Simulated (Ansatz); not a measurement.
# Atomization energy of O2, triplet, from cheap to dear

Geometry (MP2(full)/6-31G*, from the G2/97 set):

| atom | x (Å) | y (Å) | z (Å) |
| --- | --- | --- | --- |
| O | 0.0000 | 0.0000 | 0.0000 |
| O | 0.0000 | 0.0000 | 1.2460 |

Measured, as an electronic atomization energy: 503.4 kJ/mol (G2/97 heats of formation of molecule and atoms, with zero-point and thermal terms from B3LYP taken off; Curtiss et al., J. Chem. Phys. 106, 1063 (1997), Staroverov et al., J. Chem. Phys. 119, 12129 (2003)). The measured value holds scalar relativity and spin–orbit coupling, which all computed ones lack, and core correlation, which the wave-function levels lack. Atoms are taken at the same level, with ROHF references for molecule and atoms in the R rows. The atoms' steps beyond CCSDT(Q) are taken from restricted open-shell runs, which share full CI's core. Ansatz 0.2.0; the 6-31G* set has Cartesian d functions; a miss is computed less measured; times are wall times on shared hosts and scatter by a factor of two or so. A small miss in a small set is a cancellation of the method's error against the basis error.

```
                   level    basis  miss (kJ/mol)     time of the run              hardware
                 full CI   STO-3G         -124.7              0.12 s          1 CPU thread
                UCCSD(T)   STO-3G        -129.7*              0.22 s          1 CPU thread
                RCCSD(T)   STO-3G        -129.7*              0.24 s          1 CPU thread
                  revPBE   STO-3G          118.4              0.24 s          1 CPU thread
                   B3LYP   STO-3G           43.8              0.25 s          1 CPU thread
                     PBE    6-31G           -4.5              0.27 s          1 CPU thread
                  revPBE  cc-pVDZ           63.7              0.33 s          1 CPU thread
  NEVPT2 (valence space)    6-31G         -186.9              0.34 s          1 CPU thread
                    PBE0  cc-pVDZ            1.7              0.34 s          1 CPU thread
                 RPA-PBE   6-31G*          -79.8              0.37 s          1 CPU thread
                    PBE0   6-31G*           10.3              0.37 s          1 CPU thread
                   B3LYP   6-31G*           15.0              0.37 s          1 CPU thread
                  B2PLYP   6-31G*           -2.3               0.4 s          1 CPU thread
                   B3LYP  cc-pVDZ            9.0              0.41 s          1 CPU thread
                    BLYP  cc-pVTZ           66.6              0.49 s          1 CPU thread
                     PBE  cc-pVTZ           98.1              0.49 s          1 CPU thread
                  revPBE  cc-pVTZ           61.9              0.49 s          1 CPU thread
                  r2SCAN   STO-3G           78.4               0.5 s          1 CPU thread
                RCCSD(T)    6-31G         -208.7              0.55 s          1 CPU thread
                   BHLYP  cc-pVTZ         -100.5              0.55 s          1 CPU thread
                   B3LYP  cc-pVTZ            8.8              0.61 s          1 CPU thread
                  B2PLYP  cc-pVTZ            5.1               0.7 s          1 CPU thread
                 wB97M-V    6-31G         -114.3              0.85 s          1 CPU thread
                PBE-QIDH  cc-pVTZ          -26.5                 1 s          1 CPU thread
MRCISD+Q (valence space)    6-31G         -208.7                 1 s          1 CPU thread
                 wB97M-V  cc-pVDZ            3.5               1.1 s          1 CPU thread
                 r2SCANh  cc-pVTZ            6.0               1.1 s          1 CPU thread
                 r2SCAN0  cc-pVTZ          -37.5               1.1 s          1 CPU thread
                 wB97X-V  cc-pVTZ           17.4               1.4 s          1 CPU thread
                 BCCD(T)  cc-pVTZ          -31.2               5.5 s          1 CPU thread
               UCCSDT(Q)   6-31G*          -56.6                 8 s          1 CPU thread
                 RCCSDTQ   STO-3G        -124.6*               8.5 s          1 CPU thread
                     PBE  cc-pVQZ           97.9               8.5 s  H100 + 2 CPU threads
                  r2SCAN  cc-pVQZ           35.6                 9 s  H100 + 2 CPU threads
                  B2PLYP  cc-pVQZ           10.0                10 s  H100 + 2 CPU threads
                UCCSD(T)  cc-pVTZ          -31.7  11 s (with forces)          1 CPU thread
               RCCSDT(Q)  cc-pVTZ          -27.4                14 s  H100 + 2 CPU threads
               UCCSDT(Q)  cc-pVTZ          -27.9                17 s  H100 + 2 CPU threads
                 UCCSDTQ  cc-pVDZ          -65.9                35 s  H100 + 2 CPU threads
                 RCCSDTQ  cc-pVDZ          -65.8                57 s  H100 + 2 CPU threads
```

An asterisk marks runs whose energy the program itself flagged as in doubt.

The smallest set from which on each level stays within 1 kcal/mol of its own cc-pVQZ value (sets in order of size: STO-3G, 6-31G, cc-pVDZ, 6-31G*, cc-pVTZ, cc-pVQZ): RHF cc-pVTZ; PBE cc-pVTZ; r2SCAN cc-pVDZ; B3LYP cc-pVTZ; wB97M-V cc-pVTZ; B2PLYP none (cc-pVTZ is 1.2 kcal/mol off); RMP2 none (cc-pVTZ is 3.7 kcal/mol off); UMP2 none (cc-pVTZ is 3.2 kcal/mol off); RCCSD(T) none (cc-pVTZ is 3.3 kcal/mol off); UCCSD(T) none (cc-pVTZ is 3.3 kcal/mol off).
